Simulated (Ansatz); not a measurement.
# C2H4ClF: up Jacob's ladder to CCSD(T)

The task here is to estimate one member of a computed series from the others.

The runs use Ansatz 0.2.0, Gaussian basis; functionals in def2-TZVPP, the program's frozen cores in correlated methods.

The runs, in order: PBE-D4, r2SCAN-D4, PBE0-D4, B3LYP-D4, ωB97X-V, ωB97M-V, B2PLYP; CCSD(T)/def2-TZVPP; CCSD(T)/def2-QZVPP; extrapolation to the limit.

### Structure used throughout

An earlier PBE0-D4 in a triple-zeta def2 set relaxation fixed the geometry.

SMILES `FCCCl`, 8 atoms, charge 0, spin multiplicity 1.

Atoms are counted from 1 here; the program's logs count them from 0.

Bond lengths: F1–C2 1.381 Å, C2–C3 1.509 Å, C2–H5 1.093 Å, C2–H6 1.093 Å, C3–Cl4 1.776 Å, C3–H7 1.089 Å, C3–H8 1.089 Å. Angles: F1–C2–C3 108.5°, F1–C2–H5 108.5°, F1–C2–H6 108.5°, C3–C2–H5 110.9°, C3–C2–H6 110.9°, H5–C2–H6 109.4°, C2–C3–Cl4 109.1°, C2–C3–H7 111.1°, C2–C3–H8 111.1°, Cl4–C3–H7 108.0°, Cl4–C3–H8 108.0°, H7–C3–H8 109.5°.

Geometry (Å):

```
F    -1.0933    1.3312    0.5830
C    -0.0729    0.4037    0.6565
C    -0.0017   -0.3341   -0.6575
Cl    1.3085   -1.5306   -0.5807
H    -0.2865   -0.2835    1.4790
H     0.8625    0.9313    0.8590
H     0.2137    0.3476   -1.4791
H    -0.9304   -0.8657   -0.8601
```

Set-up of the first run:

Input file in.yaml:

```yaml
crystal:
  periodic: [false, false, false]
  atoms:
    - {symbol: F, position_ang: [-1.093266, 1.331173, 0.582973]}
    - {symbol: C, position_ang: [-0.072873, 0.403674, 0.656470]}
    - {symbol: C, position_ang: [-0.001685, -0.334124, -0.657542]}
    - {symbol: Cl, position_ang: [1.308523, -1.530569, -0.580671]}
    - {symbol: H, position_ang: [-0.286462, -0.283455, 1.478987]}
    - {symbol: H, position_ang: [0.862465, 0.931347, 0.858954]}
    - {symbol: H, position_ang: [0.213737, 0.347629, -1.479083]}
    - {symbol: H, position_ang: [-0.930429, -0.865664, -0.860088]}
basis:
  gaussian: {orbitals: def2-TZVPP}
hamiltonian: {xc: pbe, dispersion: d4}
output: {forces: true, orbitals: {seedname: orbitals}}
```

Run with:

```sh
$ ansatz run in.yaml --threads 2 --pin off --events-out ev --progress --plain --max-ram 22528MiB --backend cpu
```

Among the steps run: PBE-D4 (GGA); r2SCAN-D4 (meta-GGA); PBE0-D4 (hybrid); B3LYP-D4 (hybrid); ωB97X-V (range-separated); ωB97M-V (range-separated); B2PLYP (double hybrid); CCSD(T) in def2-TZVPP; CCSD(T) in def2-QZVPP.

One of the session's tables, all rows but one given; the rest of the session is left out.

```
            method  atomisation energy (eV)
            PBE-D4                   31.055
         r2SCAN-D4                   30.351
           PBE0-D4                        ?
          B3LYP-D4                   30.166
           ωB97X-V                   30.324
           ωB97M-V                   30.365
            B2PLYP                   29.924
     HF/def2-TZVPP                   22.127
    MP2/def2-TZVPP                   30.120
   CCSD/def2-TZVPP                   29.054
CCSD(T)/def2-TZVPP                   29.510
           MP2/CBS                   30.884
       CCSD(T)/CBS                   30.251
```

Q: Estimate the row for PBE0-D4 from the others.

As computed: atomisation energy (eV): 30.452. In the column «atomisation energy (eV)» it lies between ωB97M-V (30.365) and MP2/CBS (30.884).

Caveats from the session: Free atoms (1 F, 2 C, 1 Cl, 4 H) were run apart at each level; the atomisation energy is their sum less the molecule, without zero-point or spin-orbit terms.
